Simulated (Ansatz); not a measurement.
Relaxation of BClFH (4 atoms, charge 0, multiplicity 1), to a largest force component of 0.03 eV/Å in at most 50 steps.

These are results of RKS CAM-B3LYP/def2-TZVP in Ansatz, not measurements.

```xyz
4
Properties=species:S:1:pos:R:3
B -0.173 0.000 -0.970
F 1.006 0.000 1.270
H 1.633 0.000 0.589
Cl -1.811 0.000 -0.510
```

Problem. Where does it end, and by what steps?

Solution. It converged. After 9 steps the energy has fallen by 0.264 eV; F2 moved furthest, 0.93 Å.

```
step  energy less start (eV)  largest force component (eV/Å)  accepted
   0                  0.0000                           0.417       yes
   1                  0.0413                           2.616        no
   2                 -0.0342                           0.457       yes
   3                 -0.0528                           1.137       yes
   4                 -0.0981                           0.265       yes
   5                 -0.1240                           1.362       yes
   6                 -0.2002                           0.590       yes
   7                 -0.2450                           0.302       yes
   8                 -0.2614                           0.146       yes
   9                 -0.2635                           0.012       yes
```

```xyz
4
Properties=species:S:1:pos:R:3
B -0.508 0.000 -0.364
F 1.934 0.001 1.273
H 1.156 0.001 0.737
Cl -1.926 -0.001 -1.267
```

Whether the end is a true minimum wasn't checked by a vibrational analysis.

Run time: 8 s on 4 threads of Arm Neoverse V1 (shared host), peak memory 0.17 GiB.
